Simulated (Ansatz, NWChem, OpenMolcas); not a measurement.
# BH2ClO (SMILES OBCl): the vertical energy of the triplet above the singlet, rung by rung

BH2ClO has 5 atoms, charge 0, and is taken as a singlet. As SMILES, `OBCl`. The coordinates come from a PBE0-D4/def2-TZVP relaxation. This is one conformer, not always the lowest.

Each level gives the vertical energy of the triplet above the singlet (eV). The values are calculated.

| level | kind | program | value (eV) | less CCSD(T)/def2-SVPD |
| --- | --- | --- | --- | --- |
| HF/def2-SVPD | Hartree–Fock | OpenMolcas | 7.18 | -0.07 |
| SVWN5/def2-SVPD | LDA | OpenMolcas | 6.44 | -0.81 |
| BLYP/def2-SVPD | GGA | OpenMolcas | 6.52 | -0.73 |
| TPSS/def2-SVPD | meta-GGA | OpenMolcas | 6.56 | -0.69 |
| M06-2X/def2-SVPD | hybrid meta-GGA | NWChem | 7.10 | -0.15 |
| MP2/def2-SVPD | perturbation theory | NWChem | 7.60 | +0.35 |
| CCSD(T)/def2-SVPD, open shells restricted | coupled cluster or CI | OpenMolcas | 7.25 | 0.00 |
| FCI/STO-3G | exact in the basis | Ansatz | 7.87 | +0.62 |

Differences are taken from CCSD(T)/def2-SVPD, open shells restricted for orientation; it has basis-set and higher-order errors of its own. The values span 6.44 to 7.87 eV. A triplet this far above the singlet is often a Rydberg-like or dissociative state; sets without diffuse functions put Rydberg states too high. High-level rows in very small sets aren't better than simpler rows in larger ones. The upper state's dipole differs much between rows, so they may not all be the same state.
